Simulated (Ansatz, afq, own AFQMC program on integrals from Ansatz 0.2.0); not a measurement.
Integrals from Ansatz 0.2.0, then the random walk in our own AFQMC program (afq).

```yaml
crystal:
  periodic: [false, false, false]
  atoms:
    - {symbol: N, position_ang: [0.000000, 0.000000, 0.000000]}
basis:
  gaussian: {orbitals: def2-TZVP}
magnetization: {spin_polarized: true, initial_magnetization: 3}
correlation: {method: ccsd_t, electrons: outside_noble_gas, hamiltonian_folder: ham}
```

```sh
$ ansatz run in.yaml --threads 1 --pin off --events-out ev --progress --plain --max-ram 24576MiB --backend cuda --devices 0, --max-vram 18GiB
```

Options of the walk:

```
--method phaseless --trial hf --walkers 4000 --populations 20 --least-time 40 --time-step 0.005 --steps-per-block 20 --equilibration-blocks 112 --max-blocks 4000 --target-error 0.00042 --factor-cut 1e-05 --start spin_pure --seed 7304 --taylor-order 6
```

Times are imaginary, in 1/Eh. The walk had a cap of 49 s. With eight or more populations the least sampling time is a fifth of least-time, and the error comes from their spread.

```
orbitals 30  electrons 4 1  factors 191 of 191
reference energy -54.40274682 Eh
CCSD correlation -0.11093173 Eh in 8 cycles, weight of the determinant in the CISD state 0.9640
energy of the start -54.402881 Eh
 block  time / (1/Eh)  mean weight  energy / Eh
     1     0.100  1.0007  -54.439100
     2     0.200  1.0008  -54.461358
     3     0.300  1.0010  -54.475389
     4     0.400  1.0007  -54.485236
     5     0.500  1.0008  -54.491848
     7     0.700  1.0003  -54.501028
     9     0.900  1.0001  -54.506404
    11     1.100  1.0001  -54.511149
    21     2.100  1.0003  -54.512184
    31     3.100  1.0001  -54.513465
    41     4.100  1.0000  -54.516647
    51     5.100  1.0000  -54.516071
    61     6.100  1.0002  -54.514912
    71     7.100  1.0001  -54.514898
    81     8.100  1.0000  -54.512516
    91     9.100  0.9999  -54.517464
   101    10.100  1.0000  -54.515233
   111    11.100  0.9999  -54.515410
   121    12.100  0.9999  -54.512155
   131    13.100  0.9998  -54.516484
   141    14.100  1.0003  -54.514132
   151    15.100  1.0001  -54.515600
   161    16.100  1.0001  -54.517185
   171    17.100  1.0001  -54.518129
   181    18.100  1.0002  -54.517410
   191    19.100  0.9999  -54.516364
   201    20.100  1.0004  -54.513494
   211    21.100  1.0000  -54.520953
error from the spread of 20 populations
energy -54.516076 +/- 0.000396 Eh
(rows thinned)
```

(1) Estimate how long the walk took on 1 × NVIDIA H100 80GB HBM3 with 2 threads of AMD EPYC 7R13 Processor (Zen 3), with other jobs on the host (the card was shared).

The run passed its tests (sampling time, drift between the halves within three errors, error under three times the target), which doesn't prove that it has relaxed.

Against this walk (error 10.8 meV) on the same determinant: CCSD(T) 3.7 meV higher (within the noise), CCSDT(Q) 6.6 meV lower (within the noise), CCSDTQ 6.7 meV lower (within the noise), full CI 6.7 meV lower (within the noise), a separate phaseless walk with a CISD trial and standard settings 4.5 ± 10.8 meV lower (within the noise). The error is statistical and leaves out the bias of the constraint.

Cautions: constraint bias not in the error.

Answers

(1) 15 s of wall time.

CCSDT and higher add their correlation energy to the determinant of the CCSD(T) run, since their own runs factorise the integrals more tightly (a shift of under 2 meV). A walk keeps the symmetry of its determinant, which the program's search chose and which needn't be the lowest solution, so a lower state of the same spin and another symmetry isn't excluded.
